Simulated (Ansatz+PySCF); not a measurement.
## triplet NH: levels of theory in one basis

```xyz
2

N     0.0000    0.0000   -0.2421
H     0.0000    0.0000    1.6945
```

Basis set: 6-31G (spherical functions). Frozen core: 1 orbital. Correlation on ROHF uses semicanonical orbitals with singles. Charge 0, multiplicity 3.

Computed with Ansatz (development build ahead of 0.2.0); each method stands on the lowest determinant of its kind that the runs found.

```
                            method  E − E(ROHF) (eV)  <S²> of the determinant
                              ROHF              0.00                     2.00
                               UHF             -2.54                     2.86
                          ROHF-MP2             -2.41                        –
                         ROHF-CCSD             -3.78                        –
                          UHF-CCSD             -3.82                     2.86
                      ROHF-CCSD(T)             -3.87                        –
                       UHF-CCSD(T)             -3.86                     2.86
full CI (lowest root of this spin)             -3.89                        –
```

Question: What does UHF-MP2 give on the same scale?

Answer: -3.36 eV.

At such a shape the full CI root can have another spatial symmetry than the determinants, so the rows needn't describe one state.

Question: Is a single determinant a sound starting point here?

Answer: It is doubtful. Unrestricted orbitals lower Hartree–Fock by 2.54 eV and <S²> is 2.86 where a pure state has 2.00, a sign of strong static correlation.

Caution for ROHF, ROHF-MP2, ROHF-CCSD, ROHF-CCSD(T): an unrestricted determinant lies well below. Caution for UHF, UHF-MP2, UHF-CCSD, UHF-CCSD(T): the unrestricted determinant is a mixture of spin states. Caution for ROHF-MP2, UHF-MP2, ROHF-CCSD, UHF-CCSD, ROHF-CCSD(T), UHF-CCSD(T): large amplitudes, a single reference is doubtful. Caution for ROHF-MP2: the program doubts this total. Caution for ROHF-CCSD, ROHF-CCSD(T): the amplitudes may be one of several solutions.
